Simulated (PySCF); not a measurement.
PySCF input:

```python
from pyscf import gto, scf, dft

mol = gto.M(
    atom='''
    C     1.14995060   -0.54805815    0.07775131
    C     0.10013169    0.48549506    0.15382061
    O    -1.15118388   -0.08480778   -0.21949146
    H    -1.80250648    0.62027496   -0.28928720
    H     0.05460212    0.90627730    1.17027120
    H     0.34691307    1.32963965   -0.51637605
    H     2.11023961   -0.38271992    0.54416248
    H     0.99972909   -1.41963110   -0.54227020
    ''',
    basis='def2-tzvpd',
    charge=0,
    spin=1,
    verbose=4,
)

mf = scf.UHF(mol).density_fit(auxbasis='def2-universal-jkfit')
mf.conv_tol = 1e-9
mf.max_cycle = 100
mf.max_memory = 1500
mf.kernel()
if not mf.converged:
    mf = mf.newton()
    mf.kernel(mf.make_rdm1())
for _ in range(2):
    mo, _, stable, _ = mf.stability(return_status=True)
    if stable:
        break
    mf.kernel(mf.make_rdm1(mo, mf.mo_occ))
mf.analyze()
```

Problem. Which total energy does the run end on?

Solution. -153.51321 Eh (HF/def2-TZVPD).

It need not be the lowest isomer of its formula.
